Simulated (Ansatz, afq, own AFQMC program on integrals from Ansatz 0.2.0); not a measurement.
BHO⁺, doublet: AFQMC among the cluster methods

```yaml
atoms:
  - { symbol: B, position_ang: [0.0000, 0.0000, 0.0084] }
  - { symbol: O, position_ang: [0.0000, 0.0000, -1.1895] }
  - { symbol: H, position_ang: [0.0000, 0.0000, 1.1811] }
```

Connectivity, by distances: BH–O.

Basis cc-pVTZ. Noble-gas cores (and the filled d shells of Ga–Kr and In–Xe) are frozen. Ansatz 0.2.0 and our own AFQMC program on the same integrals; the CISD trial comes from CCSD amplitudes, and released means the phaseless constraint is let go. Free projection: walkers drawn from exp(T), propagated without any constraint. Its projection time is finite, and what remains of the start isn't in its error. Uncertainties: one standard error, sampling alone.

Determinant: UHF, the one that the program's search chose, which needn't be the lowest solution. The geometry is a PBE0/def2-TZVP stationary point of this or a neighbouring charge and spin state.

No full CI on the walks' own integrals is used here; CCSDT(Q) serves as the reference and is uncertain by about the last step of the cluster series.

Cautions: the ph-AFQMC/HF walk drifts between its halves (2.0 errors).

- T1 diagnostic: 0.0146
- weight of the determinant in the CISD state: 0.925
- ⟨S²⟩ of the determinant: 0.756
- size of the correlated space: 9 electrons in 72 orbitals

```csv
level,correlation energy (eV)
MP2,-6.6378
CCSD,-7.2064
CCSD(T),-7.4192
```

Question: Estimate where free-projection AFQMC lies against CCSD(T) on the same integrals.

Answer: 3.6 ± 1.1 kJ/mol below CCSD(T).

Reference: CCSDT(Q), correlation energy -7.444 eV. The released energy is read at 1.50 1/Eh (meV from the phaseless value at times in 1/Eh: -5 ± 4 at 0.24, -5 ± 4 at 0.50, -5 ± 4 at 1.00, -9 ± 5 at 1.50).

| level | E − E(reference) (kJ/mol) | share of correlation (%) |
| --- | --- | --- |
| CCSD(T) | 2.4 | 99.67 |
| CCSDT | 0.7 | 99.90 |
| ph-AFQMC/HF | 1.0 ± 2.4 | 99.87 |
| ph-AFQMC/CISD | 1.3 ± 0.5 | 99.81 |
| released AFQMC | 0.5 ± 0.5 | 99.93 |
| free AFQMC | -1.2 ± 1.1 | 100.17 |

Free projections are given only where their last times agree within the noise and don't stop above the reference; a slow remainder of the start can still hide under it. A walk keeps the symmetry of its determinant, which the program's search chose and which needn't be the lowest solution, so a lower state of the same spin and another symmetry isn't excluded. Released energies are given only where the last usable release times agree within the noise; a slower fall can still hide under it.
